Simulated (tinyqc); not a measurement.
Worked calculation: Pariser-Parr-Pople SCF with singles CI, for the molecule C=C1C(F)=C1Cl (SMILES; centres numbered as the heavy atoms are written). One step of it, computed by the program tinyqc.

Question. Iteration 1: Fock matrix. F_rr = H_rr + P_rr gamma_rr / 2 + sum_(s != r) P_ss gamma_rs; F_rs = H_rs - P_rs gamma_rs / 2; E = tr P (H + F) / 2 + core repulsion sum_(r<s) z_r z_s gamma_rs.

P at the start, lower triangle:
```
            1C         2C         3C         4F        5C       6Cl
1C    1.571833
2C    0.665382   0.964787
3C   -0.263625   0.441642   0.980730
4F    0.136412  -0.231293   0.601605   1.643892
5C   -0.343422   0.505284   0.550038  -0.350537  1.047900
6Cl   0.155656  -0.228408  -0.265730   0.168802  0.446135  1.790859
```

core matrix H (eV), lower triangle:
```
             1C          2C          3C          4F          5C         6Cl
1C   -35.563547
2C    -2.120000  -42.610989
3C     0.000000   -2.120000  -45.446399
4F     0.000000    0.000000   -1.860000  -62.561483
5C     0.000000   -2.120000   -2.120000    0.000000  -44.582829
6Cl    0.000000    0.000000    0.000000    0.000000   -1.410000  -47.990273
```

repulsion gamma_rs (eV), lower triangle:
```
            1C         2C         3C         4F         5C        6Cl
1C   11.130000
2C    5.345539  11.130000
3C    3.601766   5.346287  11.130000
4F    3.057515   4.011835   6.301986  21.400000
5C    3.601766   5.346287   5.345539   4.011617  11.130000
6Cl   2.869723   3.694602   3.694417   3.089265   5.553001  13.000000
```

Centres (angstrom, eV; a flat drawing with bonds scaled to 1.40 angstrom):

| centre | x | y | core charge z | W | gamma_rr |
|---|---|---|---|---|---|
| 1C | 2.208000 | 0.000000 | 1 | 11.160000 | 11.130000 |
| 2C | 0.808000 | 0.000000 | 1 | 11.160000 | 11.130000 |
| 3C | -0.404000 | 0.700000 | 1 | 11.160000 | 11.130000 |
| 4F | -1.104000 | 1.912000 | 2 | 39.000000 | 21.400000 |
| 5C | -0.404000 | -0.700000 | 1 | 11.160000 | 11.130000 |
| 6Cl | -1.104000 | -1.912000 | 2 | 26.000000 | 13.000000 |

Give: F; pi energy.

Answer.

F (eV), lower triangle:
```
          1C       2C       3C        4F       5C       6Cl
1C   -4.1868
2C   -3.8984  -4.7825
3C    0.4748  -3.3006  -6.5917
4F   -0.2085   0.4640  -3.7557  -20.3786
5C    0.6185  -3.4707  -3.5901    0.7031  -6.1500
6Cl  -0.2233   0.4219   0.4909   -0.2607  -2.6487  -13.7538
```

pi energy = -140.9067 eV
